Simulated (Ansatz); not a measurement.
The first iterations of a band of ClFH₂Si (5 atoms, charge 0, multiplicity 1).

Theory: RKS BLYP-D4/def2-SVP (Ansatz).

```
movable images  : 7
climbing image  : yes
spring          : 5.0 eV/Å²
optimiser       : quadratic models (default)
start path      : through a guess of the saddle point
force threshold : 0.5 eV/Å
iteration limit : 60
end points      : relaxed
```

First end point:

```xyz
5
Properties=species:S:1:pos:R:3
Si 0.300 0.019 0.094
Cl 0.672 0.000 2.136
H 1.599 -0.025 -0.638
H -0.524 1.216 -0.241
F -0.556 -1.316 -0.297
```

Last end point:

```xyz
5
Properties=species:S:1:pos:R:3
Si -0.325 0.193 -0.836
Cl 1.470 0.201 1.414
H 2.486 -0.299 0.769
H -1.139 1.076 0.162
F -1.001 -1.276 -0.454
```

| iteration | highest image above the first end (eV) | largest band force component (eV/Å) |
| --- | --- | --- |
| 1 | 4.274 | 7.573 |
| 2 | 3.123 | 3.847 |

Question: Does the band converge within its limit, and where does its top end?

Answer: The run converged. It ended after 6 iterations with the highest image 2.768 eV above the first end. The threshold of 0.5 eV/Å is loose, so the images may lie well off the minimum-energy path. Neighbouring images differ by up to 1.2 eV, so the band resolves the path poorly. The order of the stationary point at the top wasn't checked. The orbitals stay closed-shell, which can raise the energy where a bond breaks towards radicals; this wasn't checked here.

Time of the run: 49 s on 1 thread of Arm Neoverse V2 (shared host), peak memory 0.1 GiB.
